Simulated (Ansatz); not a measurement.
A run of Ansatz (development build ahead of 0.2.0) on singlet NH₃ at this shape:

```csv
atom,x (Å),y (Å),z (Å)
N,-0.0130,-0.0115,0.1218
H,0.9328,0.0117,-0.2668
H,-0.4461,0.7859,-0.2871
H,-0.4737,-0.7862,-0.2599
```

Its results:

```json
{"Converged": "yes", "Total energy": "-56.14740 hartree", "Spin squared of the determinant": "0.000"}
```

Task: Which input gives this output? Name the method, the orbitals and the basis set, and write the input.

Result: RHF in def2-SVP. An unrestricted run that stays on the closed shell gives the same numbers.

```yaml
crystal:
  periodic: [false, false, false]
  atoms:
    - { symbol: "N", position_ang: [-0.01302, -0.01145, 0.12183] }
    - { symbol: H, position_ang: [0.9328, 0.01171, -0.26684] }
    - { symbol: H, position_ang: [-0.44608, 0.78589, -0.28709] }
    - { symbol: H, position_ang: [-0.4737, -0.78615, -0.25991] }
basis:
  gaussian: { orbitals: def2-SVP }
hamiltonian:
  xc: hf
```
